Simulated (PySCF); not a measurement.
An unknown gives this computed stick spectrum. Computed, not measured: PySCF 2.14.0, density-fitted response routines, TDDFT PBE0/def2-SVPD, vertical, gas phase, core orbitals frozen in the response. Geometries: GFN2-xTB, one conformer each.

```
state  E (eV)       f  main configurations (H = HOMO, L = LUMO)
   S1    6.17  0.0009                                 H→L (98%)
   S2    7.60   0.061                  H-1→L (81%), H-2→L (12%)
   S3    8.02   0.018      H-3→L (51%), H-2→L (31%), H-1→L (9%)
   S4    8.66   0.028                  H-2→L (53%), H-3→L (39%)
   S5    8.75   0.030                               H→L+1 (97%)
   S6    9.04   0.039                             H-1→L+1 (94%)
```

Triplets computed (Tamm–Dancoff): 4.88, 5.70 eV.

Problem. Which candidate is it?
A. `FC(F)(F)OC1(F)C=C1`
B. `O=C1C=CC(=O)C=C1`
C. `[SiH2]1[Si@H](F)C([SiH3])=C1OC`

Solution. A. Its S1, at 6.17 eV, is the highest among the candidates; the nearest of the others has S1 at 5.41 eV. S1 is HOMO→LUMO (98%). Löwdin shares by element: HOMO carbon 59% or more, fluorine 21% or more (atoms not listed hold the other 21%); LUMO carbon 78% or more, hydrogen 13%. At the same level the other candidates give, for their lowest levels:
- `O=C1C=CC(=O)C=C1`: 2.51 eV (f 0.000); 2.81 eV (f 0.000); 3.92 eV (f 0.000); 5.08 eV (f 0.352); 5.65 eV (f 0.001); T1 2.03 eV; HOMO -8.05, LUMO -3.82 eV
- `COC1=C([SiH3])[Si@@H](F)[SiH2]1`: 5.41 eV (f 0.009); 5.59 eV (f 0.116); 5.71 eV (f 0.031); 5.94 eV (f 0.013); 6.10 eV (f 0.016); T1 3.85 eV; HOMO -7.31, LUMO -0.94 eV

The values belong to the conformer `[F:1][C:2]([F:3])([F:4])[O:5][C:6]1([F:7])[CH:8]=[CH:9]1`: F1–C2–O5–C6 61°, C2–O5–C6–F7 -84°.
